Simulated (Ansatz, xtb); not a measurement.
# Relative energy of two isomers of C3H6O

We compare X, `C=C(C)O`, a singlet, with Y, `C/C=C\O`, a singlet. Both are isolated molecules in the gas phase, relaxed with B3LYP-D3(BJ)/def2-SVP; the shapes shown needn't be the lowest conformers.

X (Å):

```xyz
10

C     0.2127   -0.8091   -0.8927
C    -0.0621   -2.0176   -1.4081
C    -0.9877   -2.2722   -2.5576
O     0.4729   -3.1815   -0.9459
H     0.9004   -0.6890   -0.0500
H    -0.2465    0.0892   -1.3049
H    -1.7987   -2.9516   -2.2473
H    -0.4455   -2.7732   -3.3766
H    -1.4249   -1.3387   -2.9342
H     1.0646   -2.9845   -0.2065
```

Y (Å):

```json
{"atom": "C", "x (Å)": "-1.0824", "y (Å)": "-0.8323", "z (Å)": "-1.3662"}
{"atom": "C", "x (Å)": "-0.1851", "y (Å)": "-1.6401", "z (Å)": "-2.2553"}
{"atom": "C", "x (Å)": "0.4854", "y (Å)": "-2.7338", "z (Å)": "-1.8743"}
{"atom": "O", "x (Å)": "0.4190", "y (Å)": "-3.2373", "z (Å)": "-0.6071"}
{"atom": "H", "x (Å)": "-0.7365", "y (Å)": "0.2135", "z (Å)": "-1.2872"}
{"atom": "H", "x (Å)": "-2.1128", "y (Å)": "-0.7934", "z (Å)": "-1.7616"}
{"atom": "H", "x (Å)": "-1.1222", "y (Å)": "-1.2553", "z (Å)": "-0.3526"}
{"atom": "H", "x (Å)": "-0.0586", "y (Å)": "-1.3248", "z (Å)": "-3.2952"}
{"atom": "H", "x (Å)": "1.1267", "y (Å)": "-3.2791", "z (Å)": "-2.5772"}
{"atom": "H", "x (Å)": "0.9722", "y (Å)": "-4.0233", "z (Å)": "-0.5461"}
```

Problem. Estimate E(Y) − E(X) at the level CCSD(T)/def2-TZVP.

Solution. Calculated at CCSD(T)/def2-TZVP: E(Y) − E(X) = +4.9 kcal/mol, so structure X lies lower.

The same difference at several levels:

| level | geometry | E(Y) − E(X) (kcal/mol) | departure from the last row (kcal/mol) | job, with rough time for the two |
| --- | --- | --- | --- | --- |
| GFN2-xTB | GFN2-xTB | +5.2 | +0.3 | optimisation, 0.076 s |
| HF/STO-3G | GFN2-xTB | +4.0 | −1.0 | single point, 0.2 s |
| r2SCAN-D4/def2-SVP | GFN2-xTB | +5.0 | +0.1 | single point, 2.5 s |
| B3LYP-D3(BJ)/def2-SVP | B3LYP-D3(BJ)/def2-SVP | +4.6 | −0.3 | optimisation, 15 s |
| HF/def2-TZVP | B3LYP-D3(BJ)/def2-SVP | +5.3 | +0.4 | part of the CCSD(T) run |
| MP2/def2-TZVP | B3LYP-D3(BJ)/def2-SVP | +5.2 | +0.3 | part of the CCSD(T) run |
| CCSD(T)/def2-TZVP | B3LYP-D3(BJ)/def2-SVP | +4.9 |  | single point, 71 s |

As drawn, both hold the same kinds of bond in the same numbers.

The levels shown agree on the order. The largest departure from CCSD(T)/def2-TZVP is that of HF/STO-3G, 1.0 kcal/mol.

With harmonic frequencies from B3LYP-D3(BJ)/def2-SVP (ideal gas, rigid rotor, one conformer each, 298.15 K, 1 atm): the zero-point term adds 0.0 kcal/mol; ΔH is +5.2 and ΔG +4.4 kcal/mol.

The correlated steps freeze 4 core orbitals. Programs: Ansatz 0.2.0, xtb 6.7.1; the last row on 2 threads of Arm Neoverse V2 on a shared host.
